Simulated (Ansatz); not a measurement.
Results of PBE-D3(BJ) (Ansatz, a quantum-chemistry and plane-wave program, plane waves, PAW) for rock-salt HfC.

Settings: plane-wave cutoff 520 eV, 24×24×24 k mesh, Fermi–Dirac smearing 0.065 eV (set by the program), scalar-relativistic PAW data made under PBE.

Computed at the level's own relaxed cell.

Hill averages of the elastic tensor: K = 243.2 GPa, G = 189.6 GPa. Volume 12.323 Å³/atom, mean atomic mass 95.250 u.

**Question.** Work out the density, the sound velocities of a polycrystal and the elastic Debye temperature, and Pugh's ratio at this level.

**Answer.** ρ = 1.66054 × 95.250/12.323 = 12.835 g/cm³. v_l = √[(K + 4G/3)/ρ] = 6.216 km/s and v_t = √(G/ρ) = 3.843 km/s. The mean follows from 3/v_m³ = 1/v_l³ + 2/v_t³: v_m = 4.238 km/s. Θ_D = (ħ/k_B) v_m (6π²/V)^(1/3) = 76.38 K Å s/km × 4.238 × 1.6875 Å⁻¹ = 546 K, counting all atoms of the cell. K/G = 1.28, to be set beside Pugh's rough bound of 1.75 between brittle and ductile metals.

Note: the dispersion coefficients are held fixed in the derivatives.
